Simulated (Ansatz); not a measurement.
# AlH4OS+ (SMILES [AlH2][OH+]S): single points off equilibrium

An exercise on one series of results from a longer session: the logs are not shown, and one member is left open.

The runs use Ansatz 0.2.0, Gaussian basis; single points in def2-TZVPP.

Cores are frozen in the correlated methods.

1 further run of the same task is left out (it didn't finish).

## Where the work starts

SMILES `[AlH2][OH+]S`, 7 atoms, charge 1, spin multiplicity 1.

Atoms are counted from 1 here; the program's logs count them from 0.

Bond lengths: Al1–O2 1.947 Å, Al1–S3 2.678 Å, Al1–H4 1.629 Å, Al1–H5 1.595 Å, O2–S3 1.748 Å, O2–H6 1.004 Å, S3–H7 1.371 Å. Angles: O2–Al1–S3 40.7°, O2–Al1–H4 115.0°, O2–Al1–H5 109.1°, S3–Al1–H4 107.8°, S3–Al1–H5 112.9°, H4–Al1–H5 134.4°, Al1–O2–S3 92.7°, Al1–O2–H6 144.5°, S3–O2–H6 110.8°, Al1–S3–O2 46.6°, Al1–S3–H7 99.4°, O2–S3–H7 94.0°.

As a file:

```xyz
7

Al   -1.07110   -0.29043   -0.50004
O     0.26348   -0.03797    0.89454
S     1.59058   -0.16933   -0.23520
H    -1.47291   -1.84092   -0.79706
H    -1.72313    1.11993   -0.86112
H     0.54884   -0.32185    1.81456
H     1.76517    1.18704   -0.33647
```

The first run:

Contents of run/in.yaml:

```yaml
crystal:
  periodic: [false, false, false]
  atoms:
    - {symbol: Al, position_ang: [-1.071103, -0.290427, -0.500041]}
    - {symbol: O, position_ang: [0.263477, -0.037967, 0.894538]}
    - {symbol: S, position_ang: [1.590577, -0.169332, -0.235196]}
    - {symbol: H, position_ang: [-1.472911, -1.840922, -0.797063]}
    - {symbol: H, position_ang: [-1.723126, 1.119932, -0.861123]}
    - {symbol: H, position_ang: [0.548839, -0.321848, 1.814561]}
    - {symbol: H, position_ang: [1.765170, 1.187039, -0.336474]}
basis:
  gaussian: {orbitals: def2-TZVPP}
total_charge: 1
hamiltonian: {xc: pbe, dispersion: d4}
output: {forces: true}
```

On the command line:

```
ansatz run in.yaml --threads 2 --pin off --events-out ev --progress --plain --max-ram 3481MiB
```

Among the steps run: PBE-D4/def2-TZVPP; r2SCAN-D4/def2-TZVPP; PBE0-D4/def2-TZVPP; wB97M-V/def2-TZVPP; CCSD(T)/def2-TZVPP.

One of the session's tables, all rows but one given; the rest of the session is left out.

```
   method  RMS force component (eV/Å)  angle to CCSD(T) forces (°)
   PBE-D4                       0.442                         16.0
r2SCAN-D4                           ?                            ?
  PBE0-D4                       0.610                         13.1
  wB97M-V                       0.640                          8.0
  CCSD(T)                       0.596                    reference
```

Estimate the missing values for r2SCAN-D4.

**Answer.** RMS force component (eV/Å): 0.549; angle to CCSD(T) forces (°): 8.1. In the column «RMS force component (eV/Å)» it lies between PBE-D4 (0.442) and CCSD(T) (0.596).
